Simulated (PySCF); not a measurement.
Bonds broken one at a time in the series In OH-SH. Gas-phase values, no solvent. One relaxed conformer stands for each flexible species; it need not be the lowest. Strings in code marks are SMILES.

Calculation: PBE-D3(BJ)/def2-TZVP // PBE0-D3(BJ)/def2-TZVP run with PySCF 2.14.0. 

```
species                                                                          highest occupied spin orbital (eV)
-------------------------------------------------------------------------------  ----------------------------------
radical fragment (`[OH]`)                                                                                     -7.16
radical fragment (`[OH][In][SH]` (H–O–In–S torsion -180°, O–In–S–H torsion 0°))                                   ?
radical fragment (`[SH]`)                                                                                     -6.12
whole molecule (`[OH][In]([SH])[SH]`)                                                                             –
radical fragment (`[SH][In][SH]` (H–S–In–S torsion 2°, S–In–S–H torsion 2°))                                  -5.36
whole molecule (`[SH][In]([SH])[SH]`)                                                                             –
```

Q: Some entries are withheld; supply them.

A: 
- radical fragment (`[OH][In][SH]` (H–O–In–S torsion -180°, O–In–S–H torsion 0°)), highest occupied spin orbital (eV): -5.30
